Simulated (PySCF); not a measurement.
Gas-phase reaction: 5 SiHCl + SiH3Cl ⇌ 2 SiCl3 + 4 SiH2

Energies from PySCF, thermal terms from the rigid-rotor harmonic-oscillator model, ideal gas at 1 bar. † marks an energy on the PBE0/def2-TZVP geometry and frequencies. MP2 freezes the core. Open shells (unrestricted): SiCl3 (multiplicity 2); the rest are closed-shell singlets. SiHCl: computed as isolated molecules; such fragments, hydroxides, amides, oligomers or adducts are transient or little studied in the gas. MP2 isn't extrapolated to the basis-set limit.

PBE0/def2-SVP† gives ΔH°(298 K) = 253 kJ.

**Question.** What do MP2/def2-SVP†, PBE/def2-TZVP†, ωB97X-V/def2-TZVP† give?

**Answer.** MP2/def2-SVP†: 246 kJ; PBE/def2-TZVP†: 272 kJ; ωB97X-V/def2-TZVP†: 267 kJ. For scale, ΔH°(298 K) is 253 kJ at this level, 291 kJ at ωB97M-V/def2-TZVP†, and runs from 204 to 409 kJ over the 20 levels computed.
